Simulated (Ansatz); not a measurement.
# CHAlO+ (doublet): from Hartree-Fock to the top rungs, def2-TZVPP

An exercise on one series of results from a longer session: the logs are not shown, and one member is left open.

The runs use Ansatz 0.2.0, Gaussian basis; def2-TZVPP, core rule «outside noble gas», up to 7 orbitals frozen.

To be run: UHF; ROHF; CCSD(T) on UHF.

2 further runs of the same task are left out: 2 set aside as unsound or not needed.

## The system

The geometry is a PBE0/def2-TZVP stationary point (not a proven minimum) of the parent state, kept for this charge and spin.

4 atoms, charge 1, spin multiplicity 2.

Atoms are counted from 1 here; the program's logs count them from 0.

Bond lengths: C1–Al2 1.857 Å, C1–H4 1.080 Å, Al2–O3 1.597 Å. Angles: Al2–C1–H4 180.0°, C1–Al2–O3 180.0°.

Set-up of the first run:

Input file in.yaml:

```yaml
crystal:
  periodic: [false, false, false]
  atoms:
    - {symbol: C, position_ang: [0.000000, 0.000000, 1.057693]}
    - {symbol: Al, position_ang: [0.000000, 0.000000, -0.799174]}
    - {symbol: O, position_ang: [0.000000, 0.000000, -2.396024]}
    - {symbol: H, position_ang: [0.000000, 0.000000, 2.137505]}
basis:
  gaussian: {orbitals: def2-TZVPP}
total_charge: 1
magnetization: {spin_polarized: true, initial_magnetization: 1}
hamiltonian: {xc: hf}
output: {orbitals: {seedname: orbitals}}
```

Started as:

```console
$ ansatz run in.yaml --threads 1 --pin off --events-out ev --progress --plain --max-ram 3968MiB --backend cpu
```

Steps of the session up to this table: UHF; ROHF; CCSD(T) on UHF.

One table of the session follows, with a row left open; its other results are not shown here.

It belongs to the step «Misses and costs». 

```
  method  from UCCSD(T) (meV)
    ROHF             +12227.7
     UHF             +10090.3
    UMP2                    ?
   UCCSD               +316.5
UCCSD(T)                    0
```

Q: Estimate the row for UMP2 from the others.

As computed: from UCCSD(T) (meV): +1175.4. In the column «from UCCSD(T) (meV)» it lies between UCCSD (+316.5) and UHF (+10090.3).

Limits of these values: The determinant is far from a pure spin state, so its energy mixes those of several spin states (harmless only where they are near-degenerate, as at dissociation).
